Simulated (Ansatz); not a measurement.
B(H2O)H3 (BOH₅). The state is a triplet with charge 0. Geometry r2SCAN-D4/def2-TZVP, that of the neutral singlet; atoms count from 1.

Cartesian coordinates in Å:
```
B -0.282 -0.521 -0.415
O 0.680 0.560 0.499
H 0.348 0.551 1.407
H 0.526 1.450 0.156
H 0.185 -0.389 -1.514
H -1.400 -0.085 -0.268
H -0.058 -1.567 0.135
```

At PBE0-D4/def2-TZVP a singlet of charge 0 lies 6.56 eV below the triplet at the same geometry.

**Question.** Estimate the Mulliken populations from the PBE0/def2-TZVP orbitals of Ansatz.

**Answer.** 
```tsv
atom	charge (e)	spin (α − β)
B1	-0.62	0.89
O2	-0.04	-0.13
H3	0.09	0.34
H4	0.09	0.34
H5	0.10	0.08
H6	0.28	0.40
H7	0.10	0.08
```
Mulliken values and Mayer orders depend strongly on the basis.

**Question.** Where does the spin sit?

**Answer.** Summed by element: B 0.89, O -0.13, H 1.24, of 2 unpaired in all. Largest on single atoms: B1 0.89, H6 0.40, H4 0.34.

**Question.** And the Mayer bond orders between bonded heavy atoms (over 0.3)?

**Answer.** B1–O2 0.40 (1.71 Å).
